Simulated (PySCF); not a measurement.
Bond stretch in N2, singlet. Each curve is given relative to its own lowest point near equilibrium.

```csv
R / Å,A,B,C
0.87,8.230,8.929,8.924
0.92,4.550,5.100,5.096
0.97,2.198,2.610,2.605
1.03,0.636,0.890,0.885
1.05,0.346,0.549,0.544
1.09,0.032,0.133,0.129
1.13,0.000,0.000,0.000
1.15,0.067,0.016,0.030
1.19,0.332,0.176,0.213
1.26,1.093,0.745,0.810
1.35,2.381,1.755,1.854
1.48,4.429,3.308,3.481
1.64,6.837,4.860,5.192
1.79,8.834,5.498,6.221
1.96,10.775,4.293,6.818
2.19,12.899,0.140,7.130
2.41,14.459,-2.843,7.209
2.68,15.871,—,7.226
2.92,16.779,—,7.228
3.23,17.611,—,7.229
3.77,18.474,—,7.235
4.39,18.965,—,7.240
```

Energies in eV.

Match the curves with the methods CCSD(T) on RHF/6-31G, 2 core orbitals frozen (PySCF 2.14.0); restricted PBE0/6-31G (PySCF 2.14.0); CCSD(T) on UHF/6-31G, 2 core orbitals frozen run with PySCF.

A is RKS-PBE0; B is RCCSD(T); C is UCCSD(T).

A dash means that the run gave no value there, or that the column was ended at a point which the program doubted or which failed a test of continuity chosen for this set; such a test can also cut sound points.

The unrestricted solution behind UCCSD(T) changes between 1.19 and 1.26 Å and between 1.48 and 1.64 Å, which can leave a kink. The unrestricted determinant behind UCCSD(T) is spin-contaminated at 1.13 to 4.39 Å (<S²> up to 3.0, against 0.00 for a pure singlet). The restricted form behind RKS-PBE0 keeps the bonding electrons paired and can't separate into open-shell fragments. The T1 diagnostic of CCSD on the restricted reference of RCCSD(T) exceeds 0.045 at 2.19 to 2.41 Å.
